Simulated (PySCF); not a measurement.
C2 at r²SCAN

Computed with r²SCAN; C 6-311G(d,p); no relativity (PySCF 2.14).

- state: ³Πu (triplet), unpaired electrons σ ↑, π ↑
- bond length: 1.310 Å
- harmonic wavenumber: 1688 cm⁻¹
- force constant: 10.1 mdyn/Å
- rotational constant Be: 1.637 cm⁻¹
- anharmonicity ωexe: 10.9 cm⁻¹
- vibration–rotation constant αe: 0.0154 cm⁻¹
- well depth De to C + C: 6.23 eV
- dissociation energy D0: 6.13 eV
- bond order (Mayer): 2.57

The state is the lowest determinant that a PBE0 search found; another state may lie lower at other levels.
